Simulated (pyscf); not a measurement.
Optimised with ωB97X-D3(BJ)/def2-SVP in PySCF.

Question: For H₃C–SiH₂–CH₃ (SMILES C[SiH2]C) + H• (SMILES [H]) → H₃C–SiH•–CH₃ (SMILES C[SiH]C) + H₂ (SMILES [H][H]), a hydrogen abstraction (doublet surface; H–Si broken, H–H formed), PBE/def2-TZVP gives ΔE‡ = -0.02 eV and ΔE = -0.55 eV (zero: the separated reactants). In which direction and how far do PBE0-D3(BJ)/def2-TZVP, M06-2X/def2-TZVP, ωB97M-D3(BJ)/def2-TZVP move these?

Answer: PBE0-D3(BJ): ΔE‡ = 0.06 eV, ΔE = -0.48 eV; M06-2X: ΔE‡ = 0.22 eV, ΔE = -0.56 eV; ωB97M-D3(BJ): ΔE‡ = 0.19 eV, ΔE = -0.41 eV. PBE's barrier lies under all of them, by 0.08 to 0.24 eV. Its reaction energy matches one of them and lies within 0.14 eV of the others. At PBE this geometry lies under the reactants; that is no barrier but a single point on another level's saddle; such a level's own saddle, if it has one, lies nearer that side and is low. This is the saddle that the search found; another between the same sides may lie lower. The angle at the transferred H is 176°.
